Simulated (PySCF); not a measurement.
Identify the unknown among the candidates.

All candidates are C4H10P (charge +1).

* UV, first state: lowest singlet excitation: 5.85 eV (212 nm, f = 0.309) [TDDFT CAM-B3LYP/def2-SVPD]
* 13C NMR: chemical shifts (computed TMS as zero) by class: 114.6 (2 C), 18.7 (2 C) ppm [GIAO PBE0/pcSseg-1]
* NMR, other nuclei: isotropic shieldings of nuclei other than C and H, by class: 566 (1 P) ppm [GIAO PBE0/pcSseg-1]
* Triplet: lowest triplet excitation (Tamm–Dancoff): 3.73 eV [TDA CAM-B3LYP/def2-SVPD]
* 1H NMR: chemical shifts (computed TMS as zero) by class: 6.12 (2 H), 3.32 (1 H), 2.57 (6 H), 1.96 (1 H) ppm [GIAO PBE0/pcSseg-1]
* Rotational structure: rotational constants A, B, C: 4.397, 3.477, 2.359 GHz [GFN2-xTB]

Gas-phase values; electronic properties from PySCF, density fitting. Levels stand in brackets. Geometry: GFN2-xTB; no solvent, vibrations or thermal averaging. NMR values are class means; diastereotopic atoms form classes of their own.

Problem. Which candidate is it?
A. `CC[C@H]1C[PH2+]1`
B. `C[C@@H]1CC[PH2+]1`
C. `C[PH+]1CCC1`
D. `C[C@@H]1[PH2+][C@@H]1C`
E. `C/C=C\[PH2+]C`

Solution. D. It is `C[C@@H]1[PH2+][C@@H]1C`. Numbering: `[CH3:1][C@@H:2]1[PH2+:3][C@@H:4]1[CH3:5]`. 4 carbons fall into 2 classes; from least to most shielded: ring sp3 carbon bound to phosphorus [C2/C4] (114.6 ppm, 2 C, up to 60.1 ppm apart in this geometry), methyl carbon [C1/C5] (18.7 ppm, 2 C, up to 9.6 ppm apart in this geometry). Hydrogen classes from least to most shielded: 2 H on 2 like atoms (sp3 carbon bound to phosphorus), C2/C4 (6.12 ppm, a mean of values up to 2.0 ppm apart in this geometry), 1 H on a phosphonium phosphorus, P3 (3.32 ppm), 6 H on 2 methyl carbons, C1/C5 (2.57 ppm, a mean of values up to 1.7 ppm apart in this geometry), 1 H on a phosphonium phosphorus, P3 (1.96 ppm). The other shieldings belong to: 566 ppm, phosphonium phosphorus [P3]. S1 is mainly HOMO→LUMO (weight 0.91); the largest Löwdin shares of the orbital it empties are 0.51 on the phosphonium phosphorus, 0.14 on an sp3 carbon bound to phosphorus, 0.09 on an sp3 carbon bound to phosphorus and 0.07 on a methyl carbon, of the orbital it fills 0.39 on an sp3 carbon bound to phosphorus, 0.28 on the phosphonium phosphorus, 0.09 on an sp3 carbon bound to phosphorus and 0.06 on a methyl carbon. The optimised geometry has point group C1 and is an asymmetric top.

The others, at the same levels:
- `CC[C@H]1C[PH2+]1` fails: it has 4 carbon classes against 2; its computed 13C shifts are 38.4 (1 C), 21.8 (1 C), 12.0 (1 C), 6.6 (1 C) ppm, 1H shifts are 4.18 (1 H), 3.99 (1 H), 3.75 (1 H), 2.77 (1 H), 2.74 (1 H), 2.54 (1 H), 2.53 (1 H), 1.01 (3 H) ppm and lowest singlet excitation is 7.09 eV (175 nm, f = 0.032) (against 5.85 eV).
- `C[PH+]1CCC1` fails: it has 3 carbon classes against 2; its computed 13C shifts are 26.1 (2 C), 22.3 (1 C), 10.4 (1 C) ppm, 1H shifts are 6.64 (1 H), 3.40 (2 H), 3.20 (1 H), 3.19 (2 H), 3.08 (1 H), 2.40 (3 H) ppm and rotational constant A is 7.754 GHz (against 4.397 GHz).
- `C[C@@H]1CC[PH2+]1` fails: it has 4 carbon classes against 2; its computed 13C shifts are 41.8 (1 C), 34.9 (1 C), 21.2 (1 C), 16.1 (1 C) ppm, 1H shifts are 6.56 (1 H), 6.08 (1 H), 4.29 (1 H), 3.50 (1 H), 3.39 (1 H), 3.04 (1 H), 3.04 (1 H), 1.87 (3 H) ppm and rotational constant A is 5.914 GHz (against 4.397 GHz).
- `C/C=C\[PH2+]C` fails: it has 4 carbon classes against 2; its computed 13C shifts are 180.8 (1 C), 99.6 (1 C), 25.2 (1 C), 5.6 (1 C) ppm, 1H shifts are 8.21 (1 H), 6.11 (2 H), 5.82 (1 H), 2.53 (3 H), 2.26 (3 H) ppm and rotational constant A is 6.612 GHz (against 4.397 GHz).

Each candidate is one conformer, not necessarily the lowest. Dipoles, sizes and rotational constants follow the conformer. The torsions of the flexible species, by atom-mapped SMILES:
- `[CH3:1][CH2:2][C@H:3]1[CH2:4][PH2+:5]1`: C1–C2–C3–C4 -57°
- `[CH3:1]/[CH:2]=[CH:3]\[PH2+:4][CH3:5]`: C2–C3–P4–C5 -80°
